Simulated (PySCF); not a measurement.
methoxyethane (C3H8O), SMILES CCOC. Atoms are numbered in the order given.

```xyz
12

C      1.4765     0.5838     0.3948
C      0.6584    -0.5921    -0.1375
O     -0.5838    -0.2240    -0.7098
C     -1.5635     0.1469     0.2284
H      2.4710     0.2365     0.7416
H      1.6306     1.3399    -0.4013
H      0.9836     1.0839     1.2530
H      1.2197    -1.1012    -0.9492
H      0.5019    -1.3477     0.6746
H     -1.3140     1.0832     0.7840
H     -1.7441    -0.6562     0.9866
H     -2.5069     0.3215    -0.3257
```

Geometry optimised at PBE-D3(BJ)/def2-SVP. One conformer was computed; it need not be the lowest.

All values below come from PBE-D3(BJ)/def2-SVP (PySCF).

Harmonic, unscaled wavenumbers; measured fundamentals usually lie a few per cent lower.

```json
[
 {"mode": "1", "ν (cm⁻¹)": "106", "IR (km/mol)": "1.8", "moving atoms (share of kinetic energy)": "H 63 %, C 27 %, O 10 %"},
 {"mode": "2", "ν (cm⁻¹)": "202", "IR (km/mol)": "1.9", "moving atoms (share of kinetic energy)": "H 84 %, C 9 %"},
 {"mode": "3", "ν (cm⁻¹)": "243", "IR (km/mol)": "0.8", "moving atoms (share of kinetic energy)": "H 78 %, C 19 %"},
 {"mode": "4", "ν (cm⁻¹)": "370", "IR (km/mol)": "4.1", "moving atoms (share of kinetic energy)": "H 40 %, C 37 %, O 23 %"},
 {"mode": "5", "ν (cm⁻¹)": "453", "IR (km/mol)": "5.2", "moving atoms (share of kinetic energy)": "H 39 %, O 31 %, C 30 %"},
 {"mode": "6", "ν (cm⁻¹)": "779", "IR (km/mol)": "2.6", "moving atoms (share of kinetic energy)": "H 90 %, C 10 %"},
 {"mode": "7", "ν (cm⁻¹)": "841", "IR (km/mol)": "8.5", "moving atoms (share of kinetic energy)": "C 41 %, H 40 %, O 20 %"},
 {"mode": "8", "ν (cm⁻¹)": "990", "IR (km/mol)": "21.3", "moving atoms (share of kinetic energy)": "C 56 %, H 31 %, O 14 %"},
 {"mode": "9", "ν (cm⁻¹)": "1060", "IR (km/mol)": "10.2", "moving atoms (share of kinetic energy)": "C 56 %, H 41 %"},
 {"mode": "10", "ν (cm⁻¹)": "1104", "IR (km/mol)": "19.2", "moving atoms (share of kinetic energy)": "H 61 %, C 35 %"},
 {"mode": "11", "ν (cm⁻¹)": "1135", "IR (km/mol)": "4.6", "moving atoms (share of kinetic energy)": "H 74 %, C 20 %"},
 {"mode": "12", "ν (cm⁻¹)": "1170", "IR (km/mol)": "113.8", "moving atoms (share of kinetic energy)": "C 44 %, O 30 %, H 26 %"},
 {"mode": "13", "ν (cm⁻¹)": "1189", "IR (km/mol)": "45.3", "moving atoms (share of kinetic energy)": "H 49 %, C 31 %, O 21 %"},
 {"mode": "14", "ν (cm⁻¹)": "1285", "IR (km/mol)": "14.4", "moving atoms (share of kinetic energy)": "H 87 %"},
 {"mode": "15", "ν (cm⁻¹)": "1323", "IR (km/mol)": "0.8", "moving atoms (share of kinetic energy)": "H 80 %, C 19 %"},
 {"mode": "16", "ν (cm⁻¹)": "1358", "IR (km/mol)": "31.9", "moving atoms (share of kinetic energy)": "H 76 %, C 22 %"},
 {"mode": "17", "ν (cm⁻¹)": "1399", "IR (km/mol)": "6.2", "moving atoms (share of kinetic energy)": "H 95 %"},
 {"mode": "18", "ν (cm⁻¹)": "1404", "IR (km/mol)": "4.8", "moving atoms (share of kinetic energy)": "H 93 %"},
 {"mode": "19", "ν (cm⁻¹)": "1412", "IR (km/mol)": "0.3", "moving atoms (share of kinetic energy)": "H 94 %"},
 {"mode": "20", "ν (cm⁻¹)": "1419", "IR (km/mol)": "1.3", "moving atoms (share of kinetic energy)": "H 93 %"},
 {"mode": "21", "ν (cm⁻¹)": "1429", "IR (km/mol)": "4.5", "moving atoms (share of kinetic energy)": "H 96 %"},
 {"mode": "22", "ν (cm⁻¹)": "1445", "IR (km/mol)": "7.0", "moving atoms (share of kinetic energy)": "H 90 %, C 10 %"},
 {"mode": "23", "ν (cm⁻¹)": "2881", "IR (km/mol)": "58.7", "moving atoms (share of kinetic energy)": "H 95 %"},
 {"mode": "24", "ν (cm⁻¹)": "2889", "IR (km/mol)": "84.8", "moving atoms (share of kinetic energy)": "H 95 %"},
 {"mode": "25", "ν (cm⁻¹)": "2943", "IR (km/mol)": "55.5", "moving atoms (share of kinetic energy)": "H 91 %, C 9 %"},
 {"mode": "26", "ν (cm⁻¹)": "2975", "IR (km/mol)": "17.1", "moving atoms (share of kinetic energy)": "H 97 %"},
 {"mode": "27", "ν (cm⁻¹)": "3011", "IR (km/mol)": "22.7", "moving atoms (share of kinetic energy)": "H 91 %, C 9 %"},
 {"mode": "28", "ν (cm⁻¹)": "3056", "IR (km/mol)": "24.5", "moving atoms (share of kinetic energy)": "H 91 %, C 9 %"},
 {"mode": "29", "ν (cm⁻¹)": "3065", "IR (km/mol)": "24.4", "moving atoms (share of kinetic energy)": "H 91 %, C 9 %"},
 {"mode": "30", "ν (cm⁻¹)": "3071", "IR (km/mol)": "18.6", "moving atoms (share of kinetic energy)": "H 90 %, C 10 %"}
]
```
